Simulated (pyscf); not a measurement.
**Four-centre exchange: H₃C–CH₂–Be–CH₂–CH₃ + ammonia (NH₃) → H₃C–CH₂–Be–NH₂ + ethane (H₃C–CH₃)**

Gas phase, singlet surface, charge 0. Bonds broken: Be1–C2, N16–H17. Bonds formed: Be1–N16, C2–H17. PySCF, gas phase, ωB97X-D3(BJ)/def2-SVP geometries.

Transition state (Å):

```xyz
19

Be    -0.2378    -0.1164     1.3408
C     -0.0963    -1.6833     0.2771
C     -0.0115    -1.2542    -1.1942
C     -1.2865     1.1919     1.0080
C     -0.5710     2.3708     0.3181
H     -1.1395    -1.9473     0.5476
H      0.4604    -2.6271     0.4288
H     -0.3102    -2.0580    -1.8879
H      1.0169    -0.9584    -1.4633
H     -0.6596    -0.3866    -1.3976
H     -2.1450     0.8750     0.3849
H     -1.7327     1.5562     1.9549
H      0.2659     2.7535     0.9292
H     -1.2382     3.2295     0.1226
H     -0.1413     2.0754    -0.6558
N      1.1506    -0.3962     2.2427
H      0.8710    -1.1414     1.1962
H      1.1597    -1.0063     3.0582
H      1.8710     0.3167     2.3480
```

One imaginary mode, 1523i cm⁻¹; descent along it reached the two sides named, in the forms told below.

```tsv
bond	change	reactant side (Å)	saddle	product side
Be1–C2	breaks	1.734	1.899	3.1
N16–H17	breaks	1.023	1.315	3.1
Be1–N16	forms	1.825	1.679	1.511
C2–H17	forms	3.4	1.440	1.103
```

Electronic energies relative to the separated reactants (kJ/mol):

```csv
level,barrier,reaction energy,reverse barrier
ωB97X-D3(BJ)/def2-TZVP,39.3,-113.8,153.0
PBE/def2-TZVP,25.2,-114.5,139.7
r²SCAN/def2-TZVP,24.5,-119.2,143.7
B3LYP-D3(BJ)/def2-TZVP,37.0,-119.6,156.6
PBE0-D3(BJ)/def2-TZVP,24.5,-112.9,137.4
M06-2X/def2-TZVP,33.8,-121.3,155.2
ωB97M-D3(BJ)/def2-TZVP,39.3,-115.9,155.3
HF/def2-TZVP,116.9,-124.1,240.9
```

With ωB97M-D3(BJ)/def2-TZVP energies and thermal terms (ideal gas, 1 atm, RRHO with modes under 100 cm⁻¹ raised to 100, one conformer, R ln 2 for chiral ones without a mode under 150 cm⁻¹), in kJ/mol:

```csv
T (K),ΔH‡,ΔG‡,ΔH,ΔG
298,32.8,76.7,-115.0,-118.0
600,34.4,120.8,-115.6,-120.8
900,37.6,163.3,-115.9,-123.3
1200,41.1,204.7,-116.1,-125.8
```

On the reactant side the descent ends in an adduct with a Be–N contact (not fully relaxed), 90.0 kJ/mol under the separated species and 129.2 kJ/mol under the saddle at ωB97X-D3(BJ)/def2-TZVP. What is counted as formed (Be–N) is already present as a longer contact in the reactant adduct; forming that adduct is a step of its own. At the saddle there is also a short Be–H contact that neither side keeps. One saddle was located; it need not be the lowest between these sides.
